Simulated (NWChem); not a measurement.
All runs are NWChem calculations. System: N2, charge 2, spin multiplicity 1, at the geometry of a parent with another charge or spin, in a state set for the comparison that need not be this species' ground state. Level: RHF/def2-TZVP.

Part of the output:

```
             Northwest Computational Chemistry Package (NWChem) 7.3.0
             --------------------------------------------------------

                                NWChem Input Module
                                -------------------

 Scaling coordinates for geometry "geometry" by  1.889725989
 (inverse scale =  0.529177249)

 Turning off AUTOSYM since
 SYMMETRY directive was detected!

                             Geometry "geometry" -> ""
                             -------------------------

 Output coordinates in angstroms (scale by  1.889725989 to convert to a.u.)

  No.       Tag          Charge          X              Y              Z
 ---- ---------------- ---------- -------------- -------------- --------------
    1 N                    7.0000     0.00000000     0.00000000     0.55662700
    2 N                    7.0000     0.00000000     0.00000000    -0.55662700

 Effective nuclear repulsion energy (a.u.)      23.2917961229

            Nuclear Dipole moment (a.u.)
            ----------------------------
        X                 Y               Z
 ---------------- ---------------- ----------------
     0.0000000000     0.0000000000     0.0000000000

      Symmetry information
      --------------------

 Group name             D2h
 Group number             26
 Group order               8
 No. of unique centers     1

      Symmetry unique atoms

     1


 Summary of "ao basis" -> "" (spherical)
 ------------------------------------------------------------------------------
       Tag                 Description            Shells   Functions and Types
 ---------------- ------------------------------  ------  ---------------------
 *                         def2-tzvp                  on all atoms

 Summary of "ao basis" -> "ao basis" (spherical)
 ------------------------------------------------------------------------------
       Tag                 Description            Shells   Functions and Types
 ---------------- ------------------------------  ------  ---------------------
 N                         def2-tzvp                11       31   5s3p2d1f

                                 NWChem SCF Module
                                 -----------------

  ao basis        = "ao basis"
  functions       =    62
  atoms           =     2
  closed shells   =     6
  open shells     =     0
  charge          =   2.00
  wavefunction    = RHF
  use symmetry    = T
  symmetry adapt  = T

 Summary of "ao basis" -> "ao basis" (spherical)
 ------------------------------------------------------------------------------
       Tag                 Description            Shells   Functions and Types
 ---------------- ------------------------------  ------  ---------------------
 N                         def2-tzvp                11       31   5s3p2d1f

      Symmetry analysis of basis
      --------------------------

        ag         14
        au          3
        b1g         3
        b1u        14
        b2g         7
        b2u         7
        b3g         7
        b3u         7

 Forming initial guess at       0.1s

      Superposition of Atomic Density Guess
      -------------------------------------

 Sum of atomic energies:        -108.62310363

 Renormalizing density from      14.00 to     12

      Non-variational initial energy
      ------------------------------

 Total energy =     -97.632719
 1-e energy   =    -165.700756
 2-e energy   =      44.776241
 HOMO         =      -1.636098
 LUMO         =      -1.520411

      Symmetry analysis of molecular orbitals - initial
      -------------------------------------------------

 !! scf_movecs_sym_adapt:   40 vectors were symmetry contaminated

  Symmetry fudging

 !! scf_movecs_sym_adapt:   40 vectors were symmetry contaminated

  Numbering of irreducible representations:

     1 ag          2 au          3 b1g         4 b1u         5 b2g
     6 b2u         7 b3g         8 b3u

  Orbital symmetries:

     1 ag          2 b1u         3 ag          4 b1u         5 b2u
     6 b3u         7 ag          8 b2g         9 b3g        10 b1u
    11 ag         12 b2u        13 b3u        14 b1u        15 ag
    16 b3g

 Starting SCF solution at       0.3s

 ----------------------------------------------
         Quadratically convergent ROHF

 Convergence threshold     :          1.000E-07
 Maximum no. of iterations :          100
 Final Fock-matrix accuracy:          1.000E-09
 ----------------------------------------------

              iter       energy          gnorm     gmax       time
             ----- ------------------- --------- --------- --------
                 1     -107.2566668637  1.66D+00  6.51D-01      0.3
                 2     -107.3133783612  3.75D-01  1.85D-01      0.3
                 3     -107.3150020820  7.41D-02  2.61D-02      0.3
                 4     -107.3151607326  2.32D-03  8.45D-04      0.4
                 5     -107.3151610234  1.06D-06  4.23D-07      0.4
                 6     -107.3151610234  3.92D-09  2.82D-09      0.4

       Final RHF  results
       ------------------

         Total SCF energy =   -107.315161023449
      One-electron energy =   -180.472704120563
      Two-electron energy =     49.865746974230
 Nuclear repulsion energy =     23.291796122884

        Time for solution =      0.1s

       Symmetry analysis of molecular orbitals - final
       -----------------------------------------------

  Numbering of irreducible representations:

     1 ag          2 au          3 b1g         4 b1u         5 b2g
     6 b2u         7 b3g         8 b3u

  Orbital symmetries:

     1 ag          2 b1u         3 ag          4 b1u         5 b3u
     6 b2u         7 ag          8 b2g         9 b3g        10 ag
    11 b1u        12 b3u        13 b2u        14 ag         15 b3g
    16 b2g

             Final eigenvalues
             -----------------

              1
    1  -16.7409
    2  -16.7387
    3   -2.3533
    4   -1.5631
    5   -1.4873
    6   -1.4873
    7   -1.0501
    8   -0.6846
    9   -0.6846
   10   -0.2386
   11   -0.1997
   12   -0.1615
   13   -0.1615
   14   -0.1153
   15   -0.0188
   16   -0.0188

                       ROHF Final Molecular Orbital Analysis
                       -------------------------------------

 Vector    4  Occ=2.000000D+00  E=-1.563097D+00  Symmetry=b1u
              MO Center=  5.8D-34, -2.9D-34,  5.2D-17, r^2= 1.1D+00
   Bfn.  Coefficient  Atom+Function         Bfn.  Coefficient  Atom+Function
  ----- ------------  ---------------      ----- ------------  ---------------
     4      0.421429  1 N  s                 35     -0.421429  2 N  s
     3      0.328309  1 N  s                 34     -0.328309  2 N  s
     2     -0.184359  1 N  s                 33      0.184359  2 N  s

 Vector    5  Occ=2.000000D+00  E=-1.487311D+00  Symmetry=b3u
              MO Center= -1.9D-34,  7.3D-45, -1.5D-17, r^2= 7.4D-01
   Bfn.  Coefficient  Atom+Function         Bfn.  Coefficient  Atom+Function
  ----- ------------  ---------------      ----- ------------  ---------------
     6      0.354855  1 N  px                37      0.354855  2 N  px
     9      0.295375  1 N  px                40      0.295375  2 N  px

 Vector    6  Occ=2.000000D+00  E=-1.487311D+00  Symmetry=b2u
              MO Center= -4.0D-34,  2.0D-17, -1.7D-17, r^2= 7.4D-01
   Bfn.  Coefficient  Atom+Function         Bfn.  Coefficient  Atom+Function
  ----- ------------  ---------------      ----- ------------  ---------------
     7      0.354855  1 N  py                38      0.354855  2 N  py
    10      0.295375  1 N  py                41      0.295375  2 N  py

 Vector    7  Occ=0.000000D+00  E=-1.050100D+00  Symmetry=ag
              MO Center=  2.4D-36,  1.3D-18, -3.0D-17, r^2= 1.2D+00
   Bfn.  Coefficient  Atom+Function         Bfn.  Coefficient  Atom+Function
  ----- ------------  ---------------      ----- ------------  ---------------
     8      0.350612  1 N  pz                39     -0.350612  2 N  pz
    11      0.273242  1 N  pz                42     -0.273242  2 N  pz
     4      0.219094  1 N  s                 35      0.219094  2 N  s

 Vector    8  Occ=0.000000D+00  E=-6.845525D-01  Symmetry=b2g
              MO Center=  1.7D-17, -1.6D-33, -1.9D-16, r^2= 1.1D+00
   Bfn.  Coefficient  Atom+Function         Bfn.  Coefficient  Atom+Function
  ----- ------------  ---------------      ----- ------------  ---------------
     6      0.391825  1 N  px                37     -0.391825  2 N  px
     9      0.385296  1 N  px                40     -0.385296  2 N  px
    12      0.264063  1 N  px                43     -0.264063  2 N  px

 Vector    9  Occ=0.000000D+00  E=-6.845525D-01  Symmetry=b3g
              MO Center=  3.2D-34, -1.8D-17,  8.8D-17, r^2= 1.1D+00
   Bfn.  Coefficient  Atom+Function         Bfn.  Coefficient  Atom+Function
  ----- ------------  ---------------      ----- ------------  ---------------
     7      0.391825  1 N  py                38     -0.391825  2 N  py
    10      0.385296  1 N  py                41     -0.385296  2 N  py
    13      0.264063  1 N  py                44     -0.264063  2 N  py

 center of mass
 --------------
 x =   0.00000000 y =   0.00000000 z =   0.00000000

 moments of inertia (a.u.)
 ------------------
          30.986995152947           0.000000000000           0.000000000000
           0.000000000000          30.986995152947           0.000000000000
           0.000000000000           0.000000000000           0.000000000000

  Mulliken analysis of the total density
  --------------------------------------

    Atom       Charge   Shell Charges
 -----------   ------   -------------------------------------------------------
    1 N    7     6.00   0.83  1.15  0.73  0.79  0.08  1.10  1.11  0.12  0.02  0.07  0.01
    2 N    7     6.00   0.83  1.15  0.73  0.79  0.08  1.10  1.11  0.12  0.02  0.07  0.01

       Multipole analysis of the density wrt the origin
       ------------------------------------------------

     L   x y z        total         open         nuclear
     -   - - -        -----         ----         -------
     0   0 0 0      2.000000      0.000000     14.000000

     1   1 0 0     -0.000000      0.000000      0.000000
     1   0 1 0     -0.000000      0.000000      0.000000
     1   0 0 1      0.000000      0.000000      0.000000

     2   2 0 0     -5.248195      0.000000      0.000000
     2   1 1 0     -0.000000      0.000000      0.000000
     2   1 0 1      0.000000      0.000000      0.000000
     2   0 2 0     -5.248195      0.000000      0.000000
     2   0 1 1      0.000000      0.000000      0.000000
     2   0 0 2     -0.514493      0.000000     15.490101

 Task  times  cpu:        0.4s     wall:        0.4s

 Total times  cpu:        0.4s     wall:        0.4s
```

Q: Write an NWChem input that would produce this output.

A: One answer among several that fit: 
```
start mol
memory heap 200 mb stack 900 mb global 1100 mb
charge 2
geometry units angstroms nocenter noautoz
  N      0.000000     0.000000     0.556627
  N      0.000000     0.000000    -0.556627
  symmetry group D2h
end
basis spherical
  * library def2-tzvp
end
scf
  rhf
  nopen 0
  maxiter 100
  thresh 1e-7
  semidirect memsize 60000000 filesize 0
end
task scf energy
```
